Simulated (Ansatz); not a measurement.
Ansatz (an electronic-structure program) input (RPA@PBE/cc-pV(T+d)Z):
A basis named .json is the Basis Set Exchange file of that set.

Ansatz 0.2 input:
```yaml
crystal:
  periodic: [false, false, false]
  atoms:
    - {symbol: S, position_ang: [-0.00745418, 0.00930076, 1.18886061]}
    - {symbol: C, position_ang: [-0.00314603, 1.23475990, -0.01554078]}
    - {symbol: C, position_ang: [0.00321953, -1.23485160, 0.00381953]}
    - {symbol: C, position_ang: [0.00610781, 0.70120956, -1.27203811]}
    - {symbol: C, position_ang: [0.00977370, -0.72102529, -1.26088861]}
    - {symbol: H, position_ang: [-0.00764255, 2.27441778, 0.26701165]}
    - {symbol: H, position_ang: [0.00407084, -2.26996127, 0.30263693]}
    - {symbol: H, position_ang: [0.01016329, 1.29868792, -2.17207880]}
    - {symbol: H, position_ang: [0.01694535, -1.33251200, -2.15145173]}
basis:
  gaussian:
    orbitals: cc-pV_T+d_Z.json
hamiltonian:
  xc: pbe
magnetization: {spin_polarized: false}
correlation: {method: rpa, electrons: outside_noble_gas}
```

End of the output:

```
integrals: 0.42 GiB planned
1243 factors; integrals over basis functions are off by at most 1.1e-3 eV
mean field: 1.38 GiB planned
mean field evaluation 1: about -15020.7548 eV, gradient 8.8e1 eV
mean field evaluation 2: about -15020.7403 eV, gradient 8.8e1 eV
mean field evaluation 4: about -15037.4151 eV, gradient 3.2e1 eV
mean field evaluation 8: about -15040.0303 eV, gradient 4.6e-1 eV
mean field evaluation 16: about -15040.0298 eV, gradient 1.0e-4 eV
mean field evaluation 32: about -15030.3612 eV, gradient 1.4e-1 eV
mean field -15040.02979486 eV, -552.7109004627 hartree, gradient 3.7e-6 eV, S^2 0.000000; 1 other end points of the search recorded, 0 dependent functions left out
9 core orbitals not correlated
reference -15002.63656045 eV, -551.3367244444 hartree; 13, 13 occupied and 193, 193 virtual orbitals, 1243 factors
Total energy: -15037.99051113 eV, -552.6359581680 hartree
```
